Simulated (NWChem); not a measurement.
System: hydrogen sulfide (H2S); SMILES S

Here is an NWChem input.

```
start job
memory heap 200 mb stack 900 mb global 1100 mb
geometry units angstroms noautosym nocenter noautoz
  S      0.000000     0.000000     0.113581
  H      0.971478     0.000000    -0.822416
  H     -0.971478     0.000000    -0.822416
end
basis spherical
  S library 6-31+g*
  H library 6-31+g*
end
dft
  xc xpbe96 cpbe96
  iterations 150
end
property
  response 1 0.0
end
task dft property
```

Coordinates come from a PBE0/def2-SVP optimisation.

Static field.

Task: Give the results of this calculation. (PBE/6-31+G* (spherical d).) Quantities: basis functions; isotropic polarisability (bohr³); anisotropy (bohr³).

Result: The number of basis functions is 26 and the isotropic polarisability (bohr³) is 17.7. The anisotropy (bohr³) is 1.1.
